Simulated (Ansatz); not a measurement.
BO (`[B]=O`) radical. The species carries charge 0 and has multiplicity 2.

Question: What are the harmonic wavenumbers in cm⁻¹ at PBE0-D4/def2-TZVP (Ansatz, finite differences of forces, unscaled)? (Best estimate.)

Answer: Ansatz gave: 1945.

Question: Is this a minimum?

Answer: Yes, all 1 modes are real.

Question: Give the ideal-gas thermochemistry at 298.15 K and 1 bar (rigid rotor, harmonic oscillator; point group C∞v, symmetry number 1).

Answer: Zero-point energy 11.6 kJ/mol; H(298) − E = 20.3 kJ/mol; entropy 203.4 J/(mol·K), of which translation 149.9, rotation 47.7, vibration 0.0, electronic 5.8; G(298) − E = -40.3 kJ/mol.

Question: And at 400, 500, 600, 800 and 1000 K?

Answer: 
```tsv
T (K)	H − E (kJ/mol)	S (J/mol/K)	G − E (kJ/mol)
400	23.3	212.0	-61.5
500	26.3	218.6	-83.0
600	29.3	224.2	-105.2
800	35.6	233.2	-151.0
1000	42.2	240.6	-198.4
```
